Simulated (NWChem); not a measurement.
## Correlation energy of Na (+1)

SMILES: [Na+]
```xyz
1

Na     0.0000     0.0000     0.0000
```
Charge +1, spin multiplicity 1.

Everything below was run with NWChem.

Basis set: def2-SVP. Each correlation energy counts from its own Hartree-Fock reference.

```
method        correlation energy (mHa)  difference from CCSD(T)
------------  ------------------------  -----------------------
MP2                               -0.5                      0.0
CR-CCSD(T)                        -0.5                      0.0
SCS-MP2                           -0.5                      0.0
CCSD+T(CCSD)                      -0.5                      0.0
CCSD(T)                           -0.5                      0.0
CCSDT                             -0.5                      0.0
CCSD                              -0.5                      0.0
CR-CCSD[T]                        -0.5                      0.0
```

The values span 0.0 mHa, from SCS-MP2 (lowest) to CCSD (highest). 

The correlated methods keep 1 core orbital frozen. No row is a measurement; the coupled-cluster row has its own basis-set and correlation limits.
